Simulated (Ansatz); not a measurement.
Two shapes of singlet SiH2.

Shape 1:

```xyz
3

Si    0.0000    0.0000    0.0000
H     0.0000    0.0000    1.9880
H     0.0000    1.8017   -0.8402
```

Shape 2:

```xyz
3

Si    0.0000    0.0000    0.0000
H     0.0000    0.0000    3.9760
H     0.0000    3.6035   -1.6803
```

Basis set: pcseg-2 (spherical functions). Charge 0, multiplicity 1.

Computed with Ansatz (development build ahead of 0.2.0); each method stands on the lowest determinant of its kind that the runs found.

**Question.** Which shape is lower in energy, and by how much in each method?

**Answer.**

```
             method  E(2) − E(1) (eV)
                UHF             2.496
  PBE0 (restricted)             7.218
PBE0 (unrestricted)             4.295
```

Shape 1 is lower. Caution for UHF: the unrestricted determinant is spin contaminated. Caution for UHF, PBE0 (unrestricted): the unrestricted determinant is a mixture of spin states. Caution for PBE0 (restricted), PBE0 (unrestricted): charge can spread falsely over distant fragments. Caution for PBE0 (restricted): an unrestricted determinant lies well below.
